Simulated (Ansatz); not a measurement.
## GeH₂⁻, doublet in aug-cc-pVTZ: errors against UCCSDT(Q)

Geometry: a PBE0/def2-TZVPD stationary point for this spin, not checked as a minimum.

```xyz
3

Ge    0.0000   -0.0307    0.0000
H     0.0000    1.1080   -1.1584
H     0.0000    1.1080    1.1584
```

Basis aug-cc-pVTZ; Ansatz 0.2.0. Only valence electrons are correlated (noble-gas cores and the filled d shells of p-block atoms frozen), which leaves 7 electrons in 91 orbitals. R marks a restricted (for open shells ROHF) determinant, U an unrestricted one. Active spaces: valence = (7e, 6o) chosen from the atoms' valence shells. No spin–orbit coupling is included, and no scalar relativity.

Full CI isn't at hand for all of this; UCCSDT(Q) serves as the reference, and is uncertain by about the last step of the cluster series. The frozen core follows each run's orbitals, which can shift R against U totals by a few meV for light atoms and by up to 0.1 eV past Ca.

```
UHF ⟨S²⟩                          : 0.768
T1 diagnostic (RCCSD)             : 0.0204
largest doubles amplitude (RCCSD) : 0.044
T1 diagnostic (UCCSD)             : 0.0180
```

**Question.** From what is known of these methods and the diagnostics, rank them by the size of their error in total energy against UCCSDT(Q) in aug-cc-pVTZ, smallest first (an estimate: the text doesn't fix the numbers).
A. UCCSD(T)
B. UHF
C. UMP2
D. UCCSDT
E. UCCSD

**Answer.** D (0.6 kJ/mol), A (3.1 kJ/mol), E (17.1 kJ/mol), C (79.5 kJ/mol), B (396.9 kJ/mol).

All errors are against UCCSDT(Q) in aug-cc-pVTZ. Within each family the higher level lies nearer, as is usual though not guaranteed.

Natural occupations of CASSCF (valence space) about the gap: 1.996 1.975 1.967 1.000 0.033 0.029; effectively unpaired electrons, Σ n²(2−n)², 1.01.
